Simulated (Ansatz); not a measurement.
**Which is lower?**

The two ends of one reaction step of C2H6N, doublet (PBE0-D4/def2-TZVP).

A:

H1  (-1.113, -0.878, -0.160)
N2  (-1.267, -1.770, 0.298)
C3  (0.085, 1.262, -0.746)
C4  (1.140, 1.158, 0.009)
H5  (-1.247, -1.598, 1.296)
H6  (-0.472, -2.357, 0.079)
H7  (-0.340, 1.951, -1.460)
H8  (1.912, 1.931, 0.024)
H9  (1.301, 0.301, 0.659)
(Å)

B:

```
9
angstrom
H -0.4213 0.1575 -0.3539
N -1.2784 -2.0895 0.4767
C 0.1031 1.0743 -0.6053
C 1.2578 1.3932 -0.0418
H -1.8482 -2.3027 1.3033
H -0.9639 -3.0131 0.1582
H -0.3593 1.7239 -1.3420
H 1.7852 2.3084 -0.2905
H 1.7250 0.7482 0.6953
```

Program: Ansatz 0.2.0. Basis: def2-TZVPP. Cores are frozen in the correlated methods; orbitals are unrestricted. B3LYP uses VWN-RPA correlation.

Q: Which structure is lower at CCSD(T), and by how much? (To be estimated.)

A: By the calculation: B, by 3.91 kcal/mol (electronic energy, against the other). By their contacts, A is a complex of C₂H₃ ([CH][CH2]) + NH₃ and B is a complex of C₂H₄ (C=C) + NH₂.

Q: Do the other methods give the same order? (A judgement: the text doesn't fix the answer.)

A: The calculation gives: Not all: SPW92, PBE-D4 give the other order.

```
      method  E(B) − E(A) (kcal/mol)
       SPW92                    5.05
      PBE-D4                    0.01
     BLYP-D4                   -1.57
   r2SCAN-D4                   -1.02
      B97M-V                   -2.82
     PBE0-D4                   -2.07
    B3LYP-D4                   -2.80
  r2SCAN0-D4                   -2.42
    BHLYP-D4                   -5.35
CAM-B3LYP-D4                   -2.64
     wB97X-V                   -3.39
     wB97M-V                   -2.74
      B2PLYP                   -3.23
    PBE-QIDH                   -3.33
  RPA on PBE                   -6.46
          HF                   -8.24
         MP2                   -6.72
        CCSD                   -4.48
     CCSD(T)                   -3.91
```

No T1 diagnostic of these runs exceeds 0.032. ⟨S²⟩ of the unrestricted Hartree–Fock references: 0.76 to 0.93 (a pure state has 0.75). The unrestricted reference is spin-contaminated, which hurts MP2 most.

Labels in which every atom is bracketed show which atoms are joined, not bond orders.

For scale, one of the runs: CCSD(T)/def2-TZVPP, 177 basis functions, launched by `ansatz run in.yaml --threads 4 --pin off --events-out ev --progress --plain --max-ram 9574MiB`. Time: 37 s of wall clock on 4 CPU threads of an Intel Xeon Platinum 8488C; the host was shared. Peak host memory: 4.3 GiB.
